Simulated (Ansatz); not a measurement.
**AlH4 (doublet): B2PLYP, RPA-PBE over a scan of the distance Al1–H4 along a hydrogen transfer, cc-pVTZ**

How well do these functionals follow the top wave-function level for AlH4 (doublet) over a scan of the distance Al1–H4 along a hydrogen transfer?

Computed with Ansatz 0.2.0, Gaussian basis. Level: cc-pVTZ, all electrons in the functionals, frozen cores in the correlation of double hybrids and RPA.

The runs, in order: B2PLYP, RPA-PBE, at 1.586 Å; 1.685 Å; 1.883 Å; 2.081 Å; 2.279 Å.

3 further runs of the same task are left out: 3 for a known fault of the program.

## (1) What is computed

The geometry derives from fragments relaxed apart (PBE0/def2-TZVP) and kept rigid, so it is no stationary point. A hydrogen atom is moved between rigid fragments.

5 atoms, charge 0, spin multiplicity 2.

Atoms are counted from 1 here; the program's logs count them from 0.

Bond lengths: Al1–H2 1.586 Å, Al1–H3 1.586 Å, Al1–H4 1.586 Å. Angles: H2–Al1–H3 120.0°, H2–Al1–H4 120.0°, H3–Al1–H4 120.0°.

No dispersion term is added.

The geometry shown and the zero of energy belong to the point 1.586 Å. The yardstick, UCCSDT(Q), and other wave-function levels (R restricted, U unrestricted, valence and pair active spaces) come from earlier runs.

## (2) B2PLYP, 1.586 Å

in.yaml reads:

```yaml
crystal:
  periodic: [false, false, false]
  atoms:
    - {symbol: Al, position_ang: [-0.098281, 0.000000, 0.000000]}
    - {symbol: H, position_ang: [-0.891205, 1.373384, 0.000000]}
    - {symbol: H, position_ang: [-0.891204, -1.373384, 0.000000]}
    - {symbol: H, position_ang: [1.487567, 0.000000, 0.000000]}
    - {symbol: H, position_ang: [2.925719, 0.000000, 0.000000]}
basis:
  gaussian: {orbitals: cc-pVTZ}
magnetization: {spin_polarized: true, initial_magnetization: 1}
hamiltonian: {xc: {name: B2PLYP}}
correlation: {electrons: outside_noble_gas}
```

Launch:

```sh
$ ansatz run in.yaml --threads 2 --pin off --events-out ev --progress --plain --max-ram 16896MiB --backend cuda --devices 0, --max-vram 18GiB
```

The log of the run:

```text
Functional definition: B2PLYP
  name "B2PLYP"
  cite "Grimme, J. Chem. Phys. 124, 034108 (2006) doi:10.1063/1.2148954"
  cite "Becke, Phys. Rev. A 38, 3098 (1988) doi:10.1103/PhysRevA.38.3098"
  cite "Lee, Yang & Parr, Phys. Rev. B 37, 785 (1988) doi:10.1103/PhysRevB.37.785"
  parameter a = 0.53
  parameter c = 0.27
  exchange = (1 - a)*b88_x + a*exact_x
  correlation = (1 - c)*lyp_c + c*(mp2_os + mp2_ss)
515 factors; integrals over basis functions are off by at most 2.0e-3 eV
mean field evaluation 1: about -6653.8405 eV, gradient 6.2e0 eV
mean field evaluation 2: about -6653.8678 eV, gradient 6.3e0 eV
mean field evaluation 4: about -6654.3679 eV, gradient 8.1e-1 eV
mean field evaluation 8: about -6654.3824 eV, gradient 1.7e-2 eV
mean field evaluation 16: about -6654.3824 eV, gradient 3.8e-5 eV
mean field -6654.38237199 eV, -244.5440416684 hartree, gradient 2.8e-6 eV, S^2 0.756278; 0 other end points of the search recorded, 0 dependent functions left out
5 core orbitals not correlated: weight in the atoms' cores, before any rotation towards them, 1.000 or more for the frozen orbitals, at most 0.000 for the correlated occupied ones
reference -6654.38252723 eV, -244.5440473734 hartree; 4, 3 occupied and 81, 82 virtual orbitals, 515 factors
second order -3.35230369 eV of doubles, -0.00000000 eV of singles
Total energy: -6655.28764923 eV, -244.5773099933 hartree
```

Wall time 3 s (1 × H100 (card shared with other runs) with 2 threads of AMD EPYC 7R13, shared host); peak host memory 0.8 GiB.

From the report: ⟨S²⟩ of the determinant 0.756 (pure doublet: 0.75).

## (3) B2PLYP, 1.685 Å

in.yaml reads:

```yaml
crystal:
  periodic: [false, false, false]
  atoms:
    - {symbol: Al, position_ang: [-0.101503, 0.000000, 0.000000]}
    - {symbol: H, position_ang: [-0.894427, 1.373384, 0.000000]}
    - {symbol: H, position_ang: [-0.894427, -1.373384, 0.000000]}
    - {symbol: H, position_ang: [1.583497, 0.000000, 0.000000]}
    - {symbol: H, position_ang: [2.922497, 0.000000, 0.000000]}
basis:
  gaussian: {orbitals: cc-pVTZ}
magnetization: {spin_polarized: true, initial_magnetization: 1}
hamiltonian: {xc: {name: B2PLYP}}
correlation: {electrons: outside_noble_gas}
```

The command is unchanged.

The log of the run, cut to the lines that bear on the results:

```text
Functional definition: B2PLYP
  name "B2PLYP"
  cite "Grimme, J. Chem. Phys. 124, 034108 (2006) doi:10.1063/1.2148954"
  cite "Becke, Phys. Rev. A 38, 3098 (1988) doi:10.1103/PhysRevA.38.3098"
  cite "Lee, Yang & Parr, Phys. Rev. B 37, 785 (1988) doi:10.1103/PhysRevB.37.785"
[...]
516 factors; integrals over basis functions are off by at most 1.4e-3 eV
[...]
mean field -6654.37363736 eV, -244.5437206766 hartree, gradient 5.0e-6 eV, S^2 0.760573; 0 other end points of the search recorded, 0 dependent functions left out
5 core orbitals not correlated: weight in the atoms' cores, before any rotation towards them, 1.000 or more for the frozen orbitals, at most 0.000 for the correlated occupied ones
reference -6654.37379256 eV, -244.5437263802 hartree; 4, 3 occupied and 81, 82 virtual orbitals, 516 factors
second order -3.41194598 eV of doubles, -0.00000000 eV of singles
Total energy: -6655.29501798 eV, -244.5775807898 hartree
```

Run time: 2.1 s. Hardware: 1 × H100 (card shared with other runs) with 2 threads of AMD EPYC 7R13, shared host; peak host memory 0.81 GiB.

From the report: ⟨S²⟩ of the determinant 0.761 (pure doublet: 0.75).

From 1.586 Å: -0.007 eV.

## (4) B2PLYP, 1.883 Å

in.yaml reads:

```yaml
crystal:
  periodic: [false, false, false]
  atoms:
    - {symbol: Al, position_ang: [-0.107938, 0.000000, 0.000000]}
    - {symbol: H, position_ang: [-0.900862, 1.373384, 0.000000]}
    - {symbol: H, position_ang: [-0.900862, -1.373384, 0.000000]}
    - {symbol: H, position_ang: [1.775062, 0.000000, 0.000000]}
    - {symbol: H, position_ang: [2.916062, 0.000000, 0.000000]}
basis:
  gaussian: {orbitals: cc-pVTZ}
magnetization: {spin_polarized: true, initial_magnetization: 1}
hamiltonian: {xc: {name: B2PLYP}}
correlation: {electrons: outside_noble_gas}
```

The command is unchanged.

The log of the run, cut to the lines that bear on the results:

```text
Functional definition: B2PLYP
  name "B2PLYP"
  cite "Grimme, J. Chem. Phys. 124, 034108 (2006) doi:10.1063/1.2148954"
  cite "Becke, Phys. Rev. A 38, 3098 (1988) doi:10.1103/PhysRevA.38.3098"
  cite "Lee, Yang & Parr, Phys. Rev. B 37, 785 (1988) doi:10.1103/PhysRevB.37.785"
[...]
516 factors; integrals over basis functions are off by at most 1.4e-3 eV
[...]
mean field -6654.37313638 eV, -244.5437022657 hartree, gradient 6.8e-6 eV, S^2 0.771261; 0 other end points of the search recorded, 0 dependent functions left out
5 core orbitals not correlated: weight in the atoms' cores, before any rotation towards them, 1.000 or more for the frozen orbitals, at most 0.000 for the correlated occupied ones
reference -6654.37329097 eV, -244.5437079471 hartree; 4, 3 occupied and 81, 82 virtual orbitals, 516 factors
second order -3.53916457 eV of doubles, -0.00000000 eV of singles
Total energy: -6655.32886541 eV, -244.5788246598 hartree
```

It took 1.4 s on 1 × H100 (card shared with other runs) with 2 threads of AMD EPYC 7R13, shared host; peak host memory 0.8 GiB.

From the report: ⟨S²⟩ of the determinant 0.771 (pure doublet: 0.75).

From 1.586 Å: -0.041 eV.

## (5) B2PLYP, 2.081 Å

in.yaml reads:

```yaml
crystal:
  periodic: [false, false, false]
  atoms:
    - {symbol: Al, position_ang: [-0.114373, 0.000000, 0.000000]}
    - {symbol: H, position_ang: [-0.907297, 1.373384, 0.000000]}
    - {symbol: H, position_ang: [-0.907297, -1.373384, 0.000000]}
    - {symbol: H, position_ang: [1.966627, 0.000000, 0.000000]}
    - {symbol: H, position_ang: [2.909627, 0.000000, 0.000000]}
basis:
  gaussian: {orbitals: cc-pVTZ}
magnetization: {spin_polarized: true, initial_magnetization: 1}
hamiltonian: {xc: {name: B2PLYP}}
correlation: {electrons: outside_noble_gas}
```

Launched as before.

The log of the run, cut to the lines that bear on the results:

```text
Functional definition: B2PLYP
  name "B2PLYP"
  cite "Grimme, J. Chem. Phys. 124, 034108 (2006) doi:10.1063/1.2148954"
  cite "Becke, Phys. Rev. A 38, 3098 (1988) doi:10.1103/PhysRevA.38.3098"
  cite "Lee, Yang & Parr, Phys. Rev. B 37, 785 (1988) doi:10.1103/PhysRevB.37.785"
[...]
514 factors; integrals over basis functions are off by at most 1.6e-3 eV
[...]
mean field -6654.71243006 eV, -244.5561710785 hartree, gradient 5.9e-6 eV, S^2 0.763618; 2 other end points of the search recorded, 0 dependent functions left out
5 core orbitals not correlated: weight in the atoms' cores, before any rotation towards them, 1.000 or more for the frozen orbitals, at most 0.000 for the correlated occupied ones
reference -6654.71258741 eV, -244.5561768611 hartree; 4, 3 occupied and 81, 82 virtual orbitals, 514 factors
second order -3.58570265 eV of doubles, -0.00000000 eV of singles
Total energy: -6655.68072712 eV, -244.5917553394 hartree
```

Wall time 1.9 s (1 × H100 (card shared with other runs) with 2 threads of AMD EPYC 7R13, shared host); peak host memory 0.8 GiB.

From the report: ⟨S²⟩ of the determinant 0.764 (pure doublet: 0.75).

From 1.586 Å: -0.393 eV.

## (6) B2PLYP, 2.279 Å

in.yaml reads:

```yaml
crystal:
  periodic: [false, false, false]
  atoms:
    - {symbol: Al, position_ang: [-0.120808, 0.000000, 0.000000]}
    - {symbol: H, position_ang: [-0.913732, 1.373384, 0.000000]}
    - {symbol: H, position_ang: [-0.913732, -1.373384, 0.000000]}
    - {symbol: H, position_ang: [2.158192, 0.000000, 0.000000]}
    - {symbol: H, position_ang: [2.903192, 0.000000, 0.000000]}
basis:
  gaussian: {orbitals: cc-pVTZ}
magnetization: {spin_polarized: true, initial_magnetization: 1}
hamiltonian: {xc: {name: B2PLYP}}
correlation: {electrons: outside_noble_gas}
```

Same command.

The log of the run, cut to the lines that bear on the results:

```text
Functional definition: B2PLYP
  name "B2PLYP"
  cite "Grimme, J. Chem. Phys. 124, 034108 (2006) doi:10.1063/1.2148954"
  cite "Becke, Phys. Rev. A 38, 3098 (1988) doi:10.1103/PhysRevA.38.3098"
  cite "Lee, Yang & Parr, Phys. Rev. B 37, 785 (1988) doi:10.1103/PhysRevB.37.785"
[...]
510 factors; integrals over basis functions are off by at most 1.4e-3 eV
[...]
mean field -6655.07250726 eV, -244.5694036716 hartree, gradient 3.1e-6 eV, S^2 0.755163; 2 other end points of the search recorded, 0 dependent functions left out
5 core orbitals not correlated: weight in the atoms' cores, before any rotation towards them, 1.000 or more for the frozen orbitals, at most 0.000 for the correlated occupied ones
reference -6655.07267098 eV, -244.5694096884 hartree; 4, 3 occupied and 81, 82 virtual orbitals, 510 factors
second order -3.50770057 eV of doubles, -0.00000000 eV of singles
Total energy: -6656.01975014 eV, -244.6042142054 hartree
```

It took 2.8 s on 1 × H100 (card shared with other runs) with 2 threads of AMD EPYC 7R13, shared host; peak host memory 0.8 GiB.

From the report: ⟨S²⟩ of the determinant 0.755 (pure doublet: 0.75).

From 1.586 Å: -0.732 eV.

## (7) RPA-PBE, 1.586 Å

in.yaml reads:

```yaml
crystal:
  periodic: [false, false, false]
  atoms:
    - {symbol: Al, position_ang: [-0.098281, 0.000000, 0.000000]}
    - {symbol: H, position_ang: [-0.891205, 1.373384, 0.000000]}
    - {symbol: H, position_ang: [-0.891204, -1.373384, 0.000000]}
    - {symbol: H, position_ang: [1.487567, 0.000000, 0.000000]}
    - {symbol: H, position_ang: [2.925719, 0.000000, 0.000000]}
basis:
  gaussian: {orbitals: cc-pVTZ}
magnetization: {spin_polarized: true, initial_magnetization: 1}
hamiltonian: {xc: {name: PBE}}
correlation: {method: rpa, electrons: outside_noble_gas}
```

Launched as before.

The log of the run, cut to the lines that bear on the results:

```text
Functional definition: PBE
  name "PBE"
  cite "Perdew, Burke & Ernzerhof, Phys. Rev. Lett. 77, 3865 (1996) doi:10.1103/PhysRevLett.77.3865"
  parent pbe
[...]
515 factors; integrals over basis functions are off by at most 2.0e-3 eV
[...]
mean field -6654.55348550 eV, -244.5503299738 hartree, gradient 4.2e-6 eV, S^2 0.753319; 0 other end points of the search recorded, 0 dependent functions left out
5 core orbitals not correlated: weight in the atoms' cores, before any rotation towards them, 1.000 or more for the frozen orbitals, at most 0.000 for the correlated occupied ones
reference -6642.66121168 eV, -244.1132969718 hartree; 4, 3 occupied and 81, 82 virtual orbitals, 515 factors
Total energy: -6649.49705169 eV, -244.3645094585 hartree
```

It took 3.6 s on 1 × H100 (card shared with other runs) with 2 threads of AMD EPYC 7R13, shared host; peak host memory 0.9 GiB.

From the report: ⟨S²⟩ of the determinant 0.753 (pure doublet: 0.75).

## (8) RPA-PBE, 1.685 Å

in.yaml reads:

```yaml
crystal:
  periodic: [false, false, false]
  atoms:
    - {symbol: Al, position_ang: [-0.101503, 0.000000, 0.000000]}
    - {symbol: H, position_ang: [-0.894427, 1.373384, 0.000000]}
    - {symbol: H, position_ang: [-0.894427, -1.373384, 0.000000]}
    - {symbol: H, position_ang: [1.583497, 0.000000, 0.000000]}
    - {symbol: H, position_ang: [2.922497, 0.000000, 0.000000]}
basis:
  gaussian: {orbitals: cc-pVTZ}
magnetization: {spin_polarized: true, initial_magnetization: 1}
hamiltonian: {xc: {name: PBE}}
correlation: {method: rpa, electrons: outside_noble_gas}
```

The command is unchanged.

The log of the run, cut to the lines that bear on the results:

```text
Functional definition: PBE
  name "PBE"
  cite "Perdew, Burke & Ernzerhof, Phys. Rev. Lett. 77, 3865 (1996) doi:10.1103/PhysRevLett.77.3865"
  parent pbe
[...]
516 factors; integrals over basis functions are off by at most 1.4e-3 eV
[...]
mean field -6654.62017781 eV, -244.5527808711 hartree, gradient 4.3e-6 eV, S^2 0.754810; 1 other end points of the search recorded, 0 dependent functions left out
5 core orbitals not correlated: weight in the atoms' cores, before any rotation towards them, 1.000 or more for the frozen orbitals, at most 0.000 for the correlated occupied ones
reference -6642.56715536 eV, -244.1098404658 hartree; 4, 3 occupied and 81, 82 virtual orbitals, 516 factors
Total energy: -6649.50195675 eV, -244.3646897163 hartree
```

It took 2.1 s on 1 × H100 (card shared with other runs) with 2 threads of AMD EPYC 7R13, shared host; peak host memory 0.89 GiB.

From the report: ⟨S²⟩ of the determinant 0.755 (pure doublet: 0.75).

From 1.586 Å: -0.005 eV.

## (9) RPA-PBE, 1.883 Å

in.yaml reads:

```yaml
crystal:
  periodic: [false, false, false]
  atoms:
    - {symbol: Al, position_ang: [-0.107938, 0.000000, 0.000000]}
    - {symbol: H, position_ang: [-0.900862, 1.373384, 0.000000]}
    - {symbol: H, position_ang: [-0.900862, -1.373384, 0.000000]}
    - {symbol: H, position_ang: [1.775062, 0.000000, 0.000000]}
    - {symbol: H, position_ang: [2.916062, 0.000000, 0.000000]}
basis:
  gaussian: {orbitals: cc-pVTZ}
magnetization: {spin_polarized: true, initial_magnetization: 1}
hamiltonian: {xc: {name: PBE}}
correlation: {method: rpa, electrons: outside_noble_gas}
```

Launched as before.

The log of the run, cut to the lines that bear on the results:

```text
Functional definition: PBE
  name "PBE"
  cite "Perdew, Burke & Ernzerhof, Phys. Rev. Lett. 77, 3865 (1996) doi:10.1103/PhysRevLett.77.3865"
  parent pbe
[...]
516 factors; integrals over basis functions are off by at most 1.4e-3 eV
[...]
mean field -6654.76122472 eV, -244.5579642492 hartree, gradient 5.3e-6 eV, S^2 0.756732; 4 other end points of the search recorded, 0 dependent functions left out
5 core orbitals not correlated: weight in the atoms' cores, before any rotation towards them, 1.000 or more for the frozen orbitals, at most 0.000 for the correlated occupied ones
reference -6642.43917403 eV, -244.1051372385 hartree; 4, 3 occupied and 81, 82 virtual orbitals, 516 factors
Total energy: -6649.56450901 eV, -244.3669884695 hartree
```

It took 3.3 s on 1 × H100 (card shared with other runs) with 2 threads of AMD EPYC 7R13, shared host; peak host memory 0.9 GiB.

From the report: ⟨S²⟩ of the determinant 0.757 (pure doublet: 0.75).

From 1.586 Å: -0.067 eV.

## (10) RPA-PBE, 2.081 Å

in.yaml reads:

```yaml
crystal:
  periodic: [false, false, false]
  atoms:
    - {symbol: Al, position_ang: [-0.114373, 0.000000, 0.000000]}
    - {symbol: H, position_ang: [-0.907297, 1.373384, 0.000000]}
    - {symbol: H, position_ang: [-0.907297, -1.373384, 0.000000]}
    - {symbol: H, position_ang: [1.966627, 0.000000, 0.000000]}
    - {symbol: H, position_ang: [2.909627, 0.000000, 0.000000]}
basis:
  gaussian: {orbitals: cc-pVTZ}
magnetization: {spin_polarized: true, initial_magnetization: 1}
hamiltonian: {xc: {name: PBE}}
correlation: {method: rpa, electrons: outside_noble_gas}
```

The command is unchanged.

The log of the run, cut to the lines that bear on the results:

```text
Functional definition: PBE
  name "PBE"
  cite "Perdew, Burke & Ernzerhof, Phys. Rev. Lett. 77, 3865 (1996) doi:10.1103/PhysRevLett.77.3865"
  parent pbe
[...]
514 factors; integrals over basis functions are off by at most 1.6e-3 eV
[...]
mean field -6655.10484482 eV, -244.5705920549 hartree, gradient 1.1e-6 eV, S^2 0.754013; 4 other end points of the search recorded, 0 dependent functions left out
5 core orbitals not correlated: weight in the atoms' cores, before any rotation towards them, 1.000 or more for the frozen orbitals, at most 0.000 for the correlated occupied ones
reference -6642.81195405 eV, -244.1188366517 hartree; 4, 3 occupied and 81, 82 virtual orbitals, 514 factors
Total energy: -6649.96405522 eV, -244.3816715218 hartree
```

It took 4 s on 1 × H100 (card shared with other runs) with 2 threads of AMD EPYC 7R13, shared host; peak host memory 0.9 GiB.

From the report: ⟨S²⟩ of the determinant 0.754 (pure doublet: 0.75).

From 1.586 Å: -0.467 eV.

## (11) RPA-PBE, 2.279 Å

in.yaml reads:

```yaml
crystal:
  periodic: [false, false, false]
  atoms:
    - {symbol: Al, position_ang: [-0.120808, 0.000000, 0.000000]}
    - {symbol: H, position_ang: [-0.913732, 1.373384, 0.000000]}
    - {symbol: H, position_ang: [-0.913732, -1.373384, 0.000000]}
    - {symbol: H, position_ang: [2.158192, 0.000000, 0.000000]}
    - {symbol: H, position_ang: [2.903192, 0.000000, 0.000000]}
basis:
  gaussian: {orbitals: cc-pVTZ}
magnetization: {spin_polarized: true, initial_magnetization: 1}
hamiltonian: {xc: {name: PBE}}
correlation: {method: rpa, electrons: outside_noble_gas}
```

The command is unchanged.

The log of the run, cut to the lines that bear on the results:

```text
Functional definition: PBE
  name "PBE"
  cite "Perdew, Burke & Ernzerhof, Phys. Rev. Lett. 77, 3865 (1996) doi:10.1103/PhysRevLett.77.3865"
  parent pbe
[...]
510 factors; integrals over basis functions are off by at most 1.4e-3 eV
[...]
mean field -6655.33852867 eV, -244.5791797782 hartree, gradient 3.1e-6 eV, S^2 0.751917; 1 other end points of the search recorded, 0 dependent functions left out
5 core orbitals not correlated: weight in the atoms' cores, before any rotation towards them, 1.000 or more for the frozen orbitals, at most 0.000 for the correlated occupied ones
reference -6643.28988902 eV, -244.1364004378 hartree; 4, 3 occupied and 81, 82 virtual orbitals, 510 factors
Total energy: -6650.33735176 eV, -244.3953899167 hartree
```

It took 2.6 s on 1 × H100 (card shared with other runs) with 2 threads of AMD EPYC 7R13, shared host; peak host memory 0.9 GiB.

From the report: ⟨S²⟩ of the determinant 0.752 (pure doublet: 0.75).

From 1.586 Å: -0.840 eV.

## (12) Against the wave-function levels

The yardstick is UCCSDT(Q), where the cluster series has nearly closed. It comes from earlier runs at the same points. Energies in eV, counted from 1.586 Å; blanks weren't run or aren't comparable.

```csv
level,1.586 Å,1.685 Å,1.883 Å,2.081 Å,2.279 Å
UCCSDT(Q),0.000,0.002,-0.021,-0.382,-0.734
B2PLYP,0.000,-0.007,-0.041,-0.393,-0.732
RPA-PBE,0.000,-0.005,-0.067,-0.467,-0.840
```

Largest miss and mean time a point (UCCSDT(Q) took 6.1 s a point; shared hosts):

```csv
level,largest miss (eV),where,time a point
B2PLYP,-0.020,1.883 Å,2.2 s
RPA-PBE,-0.107,2.279 Å,3.1 s
```

## (13) Outcome

| quantity | value |
| --- | --- |
| span of the UCCSDT(Q) curve | 0.735 eV |
| largest miss, B2PLYP | -0.020 eV (1.883 Å) |
| largest miss, RPA-PBE | -0.107 eV (2.279 Å) |

What this shows: Of the functionals, B2PLYP keep the smallest largest miss at the points compared (at most 0.020 eV) and RPA-PBE strays most (0.107 eV, at 2.279 Å). Functionals and the yardstick converge differently with the basis, so part of each miss in cc-pVTZ is the basis.
